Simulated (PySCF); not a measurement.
Method: PySCF energies (xtb for GFN2) plus ideal-gas RRHO corrections (1 bar). 'Table' is the NASA 1993 thermochemical table (part measured, part estimated). All species are closed-shell singlets. The harmonic model lacks anharmonicity and excited electronic states, which grow with temperature; levels with a mode under 35 cm⁻¹ are left out. The table's entry may be an old estimate for C₃H₄ (cyclic) (not checked at source).

Harmonic frequencies at GFN2-xTB (cm⁻¹): 668, 733, 858, 931, 947, 1005, 1050, 1065, 1210, 1496, 1775, 2999, 3018, 3226, 3252. Point group C2v; S°(298 K) = 242.8 J/mol/K at this level.

Task: Work out Cp and S° of gaseous C₃H₄ (cyclic) at 500, 800, 1200, 1600, 2000 K from these, and set them beside the table.

Result: 
```
T (K)  Cp GFN2-xTB  Cp table  S° GFN2-xTB  S° table
-----  -----------  --------  -----------  --------
500           79.2      80.3        276.4     277.6
800          104.7     106.0        319.7     321.7
1200         124.2     124.9        366.2     368.6
1600         135.5     136.1        403.6     406.2
2000         142.2     143.3        434.7     437.4
```
Units J/mol/K.
